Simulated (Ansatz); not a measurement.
Relative energies of C6H8 isomers

2 of its isomers, all singlets with charge 0: A = 1,4-cyclohexadiene `C1=CCC=CC1`; B = Bicyclo[3.1.0]hex-2-ene `C1=CC2CC2C1`.

Shapes, held fixed at every level: PBE0-D4/def2-TZVP. Flexible molecules stand in one conformer, not always the lowest. Programs: Ansatz 0.2.0.

Electronic energies in kJ/mol, without zero-point or thermal terms.

Q: From chemical knowledge, estimate the order of stability.

A: A < B in rising energy, over a span of 48 kJ/mol, by CCSD(T)/CBS estimate. All levels agree on that. The B − A difference spans +27.9 to +62.0 kJ/mol over the levels. The CBS estimate extrapolates MP2 from def2-TZVPP and def2-QZVPP and adds CCSD(T) − MP2 in the triple-zeta set, cores frozen.

| level | kind | B − A |
| --- | --- | --- |
| HF/def2-SVP | Hartree–Fock | +62.0 |
| SPW92/def2-TZVPP | LDA | +30.0 |
| PBE-D4/def2-TZVPP | GGA | +41.8 |
| BHLYP-D4/def2-TZVPP | global hybrid | +59.3 |
| MP2/def2-SVP | perturbation theory | +27.9 |
| CCSD(T)/def2-SVP | coupled cluster or CI | +42.6 |
| CCSD(T)/def2-TZVPP | coupled cluster or CI | +47.0 |
| CCSD(T)/CBS estimate | coupled cluster or CI | +48.5 |
